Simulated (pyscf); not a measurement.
This saddle point was located with ωB97X-D3(BJ)/def2-SVP in PySCF.

```xyz
12

B     -0.1785    -0.2302     0.8308
Cl     0.0797     1.6726     0.5142
N      1.0208    -0.9482     0.5834
N     -1.1664    -0.6413     1.7758
H      1.7618    -0.5597     0.0164
H      1.0062    -1.9603     0.6018
H     -2.0354    -0.1307     1.8640
H     -0.8406    -1.0211     2.6563
B     -1.1957     0.9010    -0.8487
H     -1.1062    -0.2951    -0.5212
H     -0.6863     1.0840    -1.9276
H     -2.2816     1.3612    -0.5852
```

Surface: singlet, charge 0. Lowest wavenumbers (cm⁻¹): 309i, 90, 237, 289, 317.

Question: Name the species on either side of this saddle.

Answer: H₂N–B(NH₂)–Cl (SMILES NB(N)Cl) + BH₃ (SMILES B) ⇌ H₂N–BH–NH₂ (SMILES NBN) + H₂B–Cl (SMILES BCl), a four-centre exchange read from left to right: B–Cl, B–H broken and B–H, B–Cl formed. At ωB97M-D3(BJ)/def2-TZVP it lies +3.9 kcal/mol from the left side and +8.2 kcal/mol from the right (each side as separated species at their lowest minima found). On the reactant side the descent ends in an adduct with a B–Cl contact, 9.1 kcal/mol under the separated species and 13.0 kcal/mol under the saddle at ωB97X-D3(BJ)/def2-TZVP. What is counted as formed (B–Cl) is already present as a longer contact in the reactant adduct; forming that adduct is a step of its own. This is the saddle that the search found; another between the same sides may lie lower.
